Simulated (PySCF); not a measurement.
EPR parameters of C3H4Cl

Species: C₃H₄Cl (doublet state).
Atom-mapped SMILES: `[CH3:1]/[C:2]=[CH:3]\[Cl:4]` (hydrogens: H5, H6, H7 on C1; H8 on C3)

Structure used (GFN2-xTB), in Å, numbered top down from 1:
```
atom  x, y, z in Å
C1    -1.1662    0.2990   -0.0111
C2     0.0336   -0.4707    0.2169
C3     1.2948   -0.6040    0.1350
Cl4    2.3723    0.6942   -0.6007
H5    -0.9262    1.2471   -0.5058
H6    -1.6578    0.5202    0.9364
H7    -1.8560   -0.2563   -0.6471
H8     1.9147   -1.4200    0.4517
```

Theory: PySCF, UKS B3LYP, pcH-1 on C Cl H, non-relativistic, mean-field spin-orbit, GIAO. Isolated species at its GFN2-xTB geometry, gas phase. The geometry wasn't refined by DFT: couplings that depend on bond lengths, twists or pyramidal angles can differ widely from those at the functional's own minimum. The SCF solution wasn't tested for stability.

* g1, g2, g3: 1.99884, 2.00288, 2.00535
* g_iso: 2.00236
* Form of g: rhombic: the two nearest values differ by 38 % of g3 − g1
* ⟨S²⟩: 0.7585 (exact 0.7500)
* α and β electrons: 20, 19
* Total energy: -576.84454 Eh
* Basis functions: 150

Hyperfine couplings atom by atom, in 10⁻⁴ cm⁻¹; T1 to T3 are the principal values of the dipolar part; ρ(0) is the spin density at the nucleus (1 × 10⁻⁴ cm⁻¹ = 2.998 MHz):

```json
{"atom": "C1", "isotope": "13C", "a_iso": "-1.5", "of which spin–orbit": "0.0", "T1": "-1.2", "T2": "-0.9", "T3": "2.0", "Mulliken spin population": "-0.05", "ρ(0) (bohr⁻³)": "-0.0041"}
{"atom": "C2", "isotope": "13C", "a_iso": "67.1", "of which spin–orbit": "-0.2", "T1": "-25.9", "T2": "-20.0", "T3": "45.9", "Mulliken spin population": "0.91", "ρ(0) (bohr⁻³)": "0.1794"}
{"atom": "C3", "isotope": "13C", "a_iso": "21.9", "of which spin–orbit": "0.0", "T1": "-4.5", "T2": "-0.4", "T3": "4.9", "Mulliken spin population": "-0.13", "ρ(0) (bohr⁻³)": "0.0584"}
{"atom": "Cl4", "isotope": "35Cl", "a_iso": "12.8", "of which spin–orbit": "0.5", "T1": "-11.6", "T2": "-10.6", "T3": "22.1", "Mulliken spin population": "0.16", "ρ(0) (bohr⁻³)": "0.0846"}
{"atom": "H5", "isotope": "1H", "a_iso": "48.1", "of which spin–orbit": "0.0", "T1": "-1.8", "T2": "-0.5", "T3": "2.3", "Mulliken spin population": "0.07", "ρ(0) (bohr⁻³)": "0.0323"}
{"atom": "H6", "isotope": "1H", "a_iso": "9.6", "of which spin–orbit": "0.0", "T1": "-1.9", "T2": "-1.6", "T3": "3.5", "Mulliken spin population": "0.01", "ρ(0) (bohr⁻³)": "0.0064"}
{"atom": "H7", "isotope": "1H", "a_iso": "10.5", "of which spin–orbit": "0.0", "T1": "-1.9", "T2": "-1.6", "T3": "3.5", "Mulliken spin population": "0.01", "ρ(0) (bohr⁻³)": "0.0071"}
{"atom": "H8", "isotope": "1H", "a_iso": "23.7", "of which spin–orbit": "0.0", "T1": "-1.9", "T2": "-0.6", "T3": "2.5", "Mulliken spin population": "0.03", "ρ(0) (bohr⁻³)": "0.0159"}
```

The largest Mulliken spin populations are on C2 (+0.91), Cl4 (+0.16), C3 (-0.13) and H5 (+0.07). The positive populations add up to 1.18 and the negative ones to -0.18, together 2S = 1.

Axes: g1 points within 14° of the C2–C3 bond.

Under fast tumbling the dipolar parts average out, and these isotropic splittings remain: 1 × 1H (H8, I = 1/2, 2 lines) with 2.53 mT, 3 × 1H (H5/H6/H7, I = 1/2, 4 lines) with 2.43 mT and 1 × 35Cl (Cl4, I = 3/2, 4 lines) with 1.37 mT.

Means are taken over nuclei equivalent by connectivity, which assumes that they swap fast. The three 1H nuclei of mean +68.1 MHz run from 28.6 to 144.2 MHz in the frozen geometry.

Main isotope only: 35Cl (natural samples also hold 24 % 37Cl, magnetic too, which adds its own pattern).

The 13C coupling of C2 (201.2 MHz) shows only in satellite lines or after enrichment, since that isotope makes up about 1.07 % of natural carbon.

Time: 15 s of wall time (with the writing of density and orbital grids); peak memory 0.58 GiB. Hardware: one thread of an Arm Neoverse V1, shared host with 32 logical CPUs at a one-minute load of 19.
